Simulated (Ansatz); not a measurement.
Harmonic frequencies (cm⁻¹) at PBE0-D4/def2-TZVP from Ansatz: 125, 419, 642, 800, 835, 865, 901, 935, 944, 987, 1044, 1099, 1174, 1228, 1238, 1304, 1309, 1334, 1352, 1465, 1481, 1500, 1730, 3041, 3046, 3076, 3098, 3101, 3134, 3151.

**Question.** Which molecule is it?
A. `CCCC#N`
B. `CCC1=NC1`
C. `C1=NCCC1`
D. `C=CC(=C)N`

**Answer.** C.
